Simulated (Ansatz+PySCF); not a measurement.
Results of a calculation; reference values are marked as such.
Input for PySCF 2.14.0:

```python
from pyscf import gto, scf, cc

mol = gto.M(atom="""
Si 0.000000 0.000000 0.000000
H 2.972240 0.000000 0.000000
H -2.972240 0.000000 0.000000
""", basis='6-31g', charge=0, spin=0)
mf = scf.RHF(mol)
mf.kernel()
mycc = cc.CCSD(mf, frozen=5).run()
et = mycc.ccsd_t()
print(mf.e_tot, mycc.e_corr, et, mycc.e_tot + et)
```

The script is written out from the run's settings.

The run gave:

```yaml
Converged: yes
Reference_energy: -289.64474 hartree
CCSD_correlation_energy: -0.15706 hartree
Triples_correction: -0.00672 hartree
Total_energy: -289.80852 hartree
Spin_squared_of_the_determinant: 0.000
```

This is not the lowest solution: another run reaches a determinant 0.16 eV lower. Caution: large amplitudes, a single reference is doubtful; an unrestricted determinant lies well below.
